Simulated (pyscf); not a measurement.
Thermochemistry of product channels of O=Ta(Cl)(Cl)–Cl + H atom (H•) on the doublet surface, in kcal/mol, from ωB97M-D3(BJ)/def2-TZVP energies (ideal gas, 1 atm, RRHO with modes under 100 cm⁻¹ raised to 100, one conformer, R ln 2 for chiral ones without a mode under 150 cm⁻¹). Optimised with ωB97X-D3(BJ)/def2-SVP in PySCF.

| products | ΔE | ΔH(298 K) | ΔG(298 K) | ΔG(1200 K) |
|---|---|---|---|---|
| O=TaH(Cl)–Cl + Cl atom (Cl•) | +32.9 | +35.6 | +34.0 | +31.0 |
| [O=Ta(Cl)–Cl]• + hydrogen chloride (HCl) | +4.5 | +7.4 | +3.8 | -4.2 |

The channel to [O=Ta(Cl)–Cl]• + HCl turns favourable between 298 and 1200 K (ΔG from +3.8 kcal/mol to -4.2 kcal/mol).

These are energies of the channels, which say nothing of barriers. Left out: orbital degeneracy and the spin-orbit lowering of Cl. Open-shell species with a d-block atom are single-reference here; other states, and whether the spin sits on metal or ligand, were not checked. Elements past Kr carry the def2 core potentials, without spin-orbit coupling.
